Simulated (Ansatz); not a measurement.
C$_{2}$HClOS (`S=C1OC1Cl`). Total charge 0; spin multiplicity 1. The geometry is a stationary point of PBE0-D4/def2-TZVP.

```xyz
6

S    -0.930    1.783   -1.249
C    -0.226    0.750   -0.275
O     0.266    0.670    0.959
C     0.308   -0.526    0.124
Cl   -0.726   -1.829    0.585
H     1.307   -0.848   -0.145
```

(1) What is the dipole moment at ωB97M-V/def2-TZVPP? (Best estimate.)

(2) And with PBE, r2SCAN, B3LYP? (Best estimate.)

(3) Give the Mulliken charges with ωB97M-V, PBE, B3LYP in def2-TZVPP. (Best estimate.)

Results:

(1) Ansatz gave: 1.97 D, with components (1.36, -1.41, -0.14) D in this frame, pointing from negative to positive charge.

(2) Computed: PBE 1.87 D, r2SCAN 1.95 D, B3LYP 1.95 D.

(3) Ansatz gave: 
| atom | ωB97M-V | PBE | B3LYP |
| --- | --- | --- | --- |
| S1 | -0.13 | -0.16 | -0.17 |
| C2 | 0.16 | 0.14 | 0.18 |
| O3 | -0.20 | -0.13 | -0.20 |
| C4 | 0.05 | 0.08 | 0.10 |
| Cl5 | -0.02 | -0.05 | -0.06 |
| H6 | 0.15 | 0.13 | 0.15 |

B3LYP here is the variant with VWN-RPA as its local correlation; programs differ in this.
